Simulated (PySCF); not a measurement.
Atoms are numbered as in `[CH3:1][CH2:2][SH:3]` (H(Xn): hydrogen on atom n).

GIAO shifts from PySCF 2.14 on PBE0-D3(BJ)/def2-SVP geometries (one conformer, non-relativistic, equivalent nuclei averaged), against TMS at the same level and in the same medium; PCM means IEF-PCM chloroform.

Measured (solution, not stated per compound (mostly CDCl3 or CCl4); Pretsch, Buehlmann, Badertscher, Structure Determination of Organic Compounds, 4th ed. (2009)): C2 19.1, C1 19.7, H(C2) 2.44, H(C1) 1.31 ppm.

**Question.** Which unscaled values do PBE0/pcSseg-1, gas; PBE0/pcSseg-1, PCM; WP04/pcSseg-1, PCM; wB97X-D/pcSseg-1, PCM give, and how close are they?

**Answer.** 
| atoms | measured | PBE0/pcSseg-1, gas | PBE0/pcSseg-1, PCM | WP04/pcSseg-1, PCM | wB97X-D/pcSseg-1, PCM |
| --- | --- | --- | --- | --- | --- |
| C2 | 19.1 | 25.4 | 25.7 | 30.1 | 24.6 |
| C1 | 19.7 | 22.9 | 23.0 | 24.1 | 23.0 |
| H(C2) | 2.44 | 2.26 | 2.36 | 2.29 | 2.28 |
| H(C1) | 1.31 | 1.22 | 1.25 | 1.25 | 1.24 |

Mean absolute error for ¹³C: PBE0/pcSseg-1, gas 4.7, PBE0/pcSseg-1, PCM 4.9, WP04/pcSseg-1, PCM 7.7, wB97X-D/pcSseg-1, PCM 4.4 ppm.

Mean absolute error for ¹H: PBE0/pcSseg-1, gas 0.14, PBE0/pcSseg-1, PCM 0.07, WP04/pcSseg-1, PCM 0.10, wB97X-D/pcSseg-1, PCM 0.12 ppm.
